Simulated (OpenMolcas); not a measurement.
Cl₂⁻ at 2.636 Å: OpenMolcas input and output

Input (each module block was a call of its own in one work directory; start orbitals came from a preliminary run):

```
&GATEWAY
Coord
2
angstrom
Cl 0.0 0.0 0.0
Cl 0.0 0.0 2.6360
Basis=ANO-RCC-VTZP
Group=XY
RX2C
AMFI
ANGMom
0.0 0.0 0.0
RICD
&SEWARD
&GUESSORB
&RASSCF
FileOrb=$CurrDir/o21.orb
Symmetry=1
Spin=2
nActEl=11 0 0
Inactive=8 4
RAS2=2 4
CIRoot=2 2 1
Linear
Iterations=120 100
OrbListing=Nothing
PRWF=0.15
>>COPY $Project.RasOrb $CurrDir/o21.orb
>>COPY $Project.rasscf.h5 $CurrDir/r21.h5
&CASPT2
XMultistate=all
Imaginary=0.2
IPEA=0.25
MaxIter=40
>>COPY $Project.JobMix JOB001
```

```bash
pymolcas m.inp
```

RASSCF and CASPT2 output of these blocks, in excerpt:

```
++    Wave function specifications:
      Number of closed shell electrons          24
      Number of electrons in active shells      11
      Number of inactive orbitals               12
      Number of active orbitals                  6
      Number of secondary orbitals              50
      Spin quantum number                      0.5
      State symmetry                             1
++    Orbital specifications:
      Symmetry species                           1   2
                                                 a   b
      Frozen orbitals                            0   0
      Inactive orbitals                          8   4
      Active orbitals                            2   4
      RAS2 orbitals                              2   4
      Secondary orbitals                        26  24
      Number of basis functions                 36  32
      printout of CI-coefficients larger than  0.15 for root  1
      energy=    -921.894078
      conf/sym  11 2222     Coeff  Weight
             2  u2 2222  -1.00000 1.00000
      printout of CI-coefficients larger than  0.15 for root  2
      energy=    -921.752839
      conf/sym  11 2222     Coeff  Weight
             1  2u 2222   1.00000 1.00000
      Natural orbitals and occupation numbers for root  1
      sym 1:   1.000000   2.000000
      sym 2:   2.000000   2.000000   2.000000   2.000000
      Natural orbitals and occupation numbers for root  2
      sym 1:   2.000000   1.000000
      sym 2:   2.000000   2.000000   2.000000   2.000000
      RASSCF energy for state  2                   -921.75283888
::    RASSCF root number  1 Total energy:   -921.89407821
::    RASSCF root number  2 Total energy:   -921.75283888
      Von Neumann Entropy (Root   1) =  0.50000
++    Wave function specifications:
      Number of closed shell electrons           4
      Number of electrons in active shells      11
      Number of inactive orbitals                2
      Number of active orbitals                  6
      Number of secondary orbitals              50
      Spin quantum number                      0.5
      State symmetry                             1
      Number of CSFs                             2
      Number of CASSCF root(s) available         2
      CASPT2 state passed to geometry opt.       2
      A file JOBMIX will be created
      This is a MULTI-STATE CASSCF reference
      Number of CI roots used                    2
      These are:                                 1   2
      Off-diagonal elements of Heff are computed
  FINAL CASPT2 RESULT:
      Reference energy:        -921.8940782147
      E2 (Non-variational):      -0.3994030761
      Shift correction:          -0.0031868310
      E2 (Variational):          -0.4025899071
      Total energy:            -922.2966681218
      Reference weight:           0.86140
  FINAL CASPT2 RESULT:
      Reference energy:        -921.7528388836
      E2 (Non-variational):      -0.4156877952
      Shift correction:          -0.0043613672
      E2 (Variational):          -0.4200491625
      Total energy:            -922.1728880461
      Reference weight:           0.84679
       Total XMS-CASPT2 energies:
::    XMS-CASPT2 Root  1     Total energy:   -922.29666812
::    XMS-CASPT2 Root  2     Total energy:   -922.17288805
```

g and u states are not told apart. Only roots inside an energy window near the equilibrium distance were included, so the list of states is not complete; labels number the states computed. Each spin and symmetry block has orbitals of its own, averaged over its own roots, so gaps between blocks are less sure than gaps within one and near the minimum can be off by tenths of an eV, in bad cases by more. No Rydberg orbitals are active, so Rydberg states, and σ→σ* states whose orbital the CASSCF left unused, can be missing between those listed. For an anion, states above the electron-detachment threshold (often below 1 to 3 eV) are held by the basis set and are not bound levels. No roots were computed in block 2b (none fell in the window or the block failed), so states of that kind are missing and can lie low or lowest.
